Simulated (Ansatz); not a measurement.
# SiPH₃ (quintet): from Hartree-Fock to the top rungs, cc-pVDZ

An exercise on one series of results from a longer session: the logs are not shown, and one member is left open.

Program: Ansatz 0.2.0, Gaussian basis. Level of theory: cc-pVDZ, core rule «outside noble gas», up to 10 orbitals frozen. These are calculated values, not measurements.

To be run: UHF; CCSD(T) on ROHF; CCSD(T) on UHF; BCCD(T) on ROHF; CISD as a restricted active space (open shells left free, so some higher excitations enter); CCSDT(Q) on ROHF; CCSDT(Q) on UHF; CASSCF and MRCISD+Q, 12 electrons in 11 orbitals; CASSCF and NEVPT2, 12 electrons in 11 orbitals.

17 further runs of the same task are left out: 8 that didn't finish, 9 set aside as unsound or not needed. Runs told in other sessions of the task aren't counted.

## The geometry

The geometry is a PBE0/def2-TZVP stationary point (not a proven minimum) of the parent state, kept for this charge and spin.

5 atoms, charge 0, spin multiplicity 5.

Atoms are counted from 1 here; the program's logs count them from 0.

Bond lengths: Si1–P2 2.245 Å, Si1–H3 1.494 Å, Si1–H4 1.494 Å, P2–H5 1.424 Å. Angles: P2–Si1–H3 109.9°, P2–Si1–H4 109.9°, H3–Si1–H4 107.8°, Si1–P2–H5 95.3°.

Set-up of the first run:

in.yaml reads:

```yaml
crystal:
  periodic: [false, false, false]
  atoms:
    - {symbol: Si, position_ang: [-0.115193, 0.000000, 1.136422]}
    - {symbol: P, position_ang: [0.110612, 0.000000, -1.097420]}
    - {symbol: H, position_ang: [0.548626, -1.206414, 1.714912]}
    - {symbol: H, position_ang: [0.548640, 1.206407, 1.714913]}
    - {symbol: H, position_ang: [-1.286574, 0.000008, -1.371929]}
basis:
  gaussian: {orbitals: cc-pVDZ}
magnetization: {spin_polarized: true, initial_magnetization: 4}
hamiltonian: {xc: hf}
output: {orbitals: {seedname: orbitals}}
```

The run is started by

```sh
$ ansatz run in.yaml --threads 1 --pin off --events-out ev --progress --plain --max-ram 2393MiB
```

Steps of the session up to this table: UHF; CCSD(T) on ROHF; CCSD(T) on UHF; BCCD(T) on ROHF; CISD as a restricted active space (open shells left free, so some higher excitations enter); CCSDT(Q) on ROHF; CCSDT(Q) on UHF; CASSCF and MRCISD+Q, 12 electrons in 11 orbitals; CASSCF and NEVPT2, 12 electrons in 11 orbitals.

One table of the session follows, with a row left open; its other results are not shown here.

```
          method  from UCCSDT(Q) (kcal/mol)
            ROHF                          ?
             UHF                    +139.14
            RMP2                     +32.20
            UMP2                     +32.75
            CISD                     +19.50
           RCCSD                      +5.34
           UCCSD                      +5.33
        RCCSD(T)                      +1.36
        UCCSD(T)                      +1.39
         BCCD(T)                      +1.23
          RCCSDT                      +0.26
          UCCSDT                      +0.25
       RCCSDT(Q)                      +0.01
       UCCSDT(Q)                          0
  CASSCF valence                    +109.63
  NEVPT2 valence                     +29.27
  MRCISD valence                     +10.24
MRCISD+Q valence                      +1.31
```

Estimate the missing values for ROHF.

The run gave: from UCCSDT(Q) (kcal/mol): +143.19. In the column «from UCCSDT(Q) (kcal/mol)» it is the highest.

The ROHF row is the lowest such solution found; the determinant under the restricted MP2 and coupled-cluster rows lies 0.01 eV higher.

Caveats from the session: Restricted and unrestricted rows rest on different reference determinants; a gap between their highest levels can come from leftover correlation error, from unlike frozen cores or from another state.
